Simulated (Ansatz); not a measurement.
A made-up structure of MgAlSiH5, singlet:

Mg1  (-1.522, 0.492, -1.186)
Si2  (0.161, 0.867, 0.344)
Al3  (0.911, -1.175, 0.500)
H4  (-2.635, 0.221, -2.203)
H5  (1.252, 1.931, -0.201)
H6  (-0.407, 1.468, 1.734)
H7  (2.067, -1.638, -0.595)
H8  (0.173, -2.166, 1.607)
(Å)

It is relaxed with PBE-D4/def2-SVP and then PBE0-D4/def2-TZVP (Ansatz 0.2.0). Atoms count as bonded within 1.22 times the sum of their covalent radii (H–H: 0.88 Å). The end point is not checked to be a true minimum.

Problem. Does its bonding change? (A judgement: the text doesn't fix the answer.)

Solution. The calculation gives: No: no bond forms or breaks.

Where it ends: The first stage lowers the energy by 1.08 eV in 9 steps. It ends as MgAlSiH₅ ([MgH][SiH2][AlH2]):
Mg1  (-1.830, 0.749, -1.389)
Si2  (0.117, 0.825, 0.297)
Al3  (1.170, -1.317, 0.688)
H4  (-3.116, 0.680, -2.507)
H5  (1.120, 1.815, -0.212)
H6  (-0.415, 1.387, 1.580)
H7  (2.352, -1.826, -0.250)
H8  (0.601, -2.313, 1.792)
(Å)

Labels in which every atom is bracketed show which atoms are joined, not bond orders.

For scale, one of the runs: PBE0-D4/def2-TZVP relaxation, 136 basis functions, launched by `ansatz run in.yaml --threads 2 --pin off --events-out ev --progress --plain --max-ram 4352MiB`. Hardware: 2 CPU threads of an Arm Neoverse V2, shared host. Wall time about 10 s.
